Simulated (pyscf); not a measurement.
H₃C–SiH(Cl)–Cl + CH₃• → H₃C–Si•(Cl)–Cl + CH₄, a hydrogen abstraction (doublet surface; H–Si broken, C–H formed). PySCF, gas phase, ωB97X-D3(BJ)/def2-SVP geometries. Energies in eV from the separated reactants.

Small-basis levels: PySCF, no dispersion term, spherical d functions. Open shells are spin-unrestricted. 

### Question
Quick SVWN5/6-31G* single points give ΔE‡ = -0.39 eV and ΔE = -1.14 eV. What does ωB97M-D3(BJ)/def2-TZVP give, and how far is the quick result from it?

### Answer
ωB97M-D3(BJ)/def2-TZVP gives ΔE‡ = 0.32 eV and ΔE = -0.65 eV. SVWN5/6-31G* lies 0.71 eV under it in the barrier and 0.49 eV under it in the reaction energy, so on this step it does not hold to within 0.13 eV. At SVWN5/6-31G* this geometry lies under one side, so its ΔE‡ may be no barrier of that level. ωB97M-D3(BJ)/def2-TZVP has limits of its own. One saddle was located; it need not be the lowest between these sides. The angle at the transferred H is 173°.
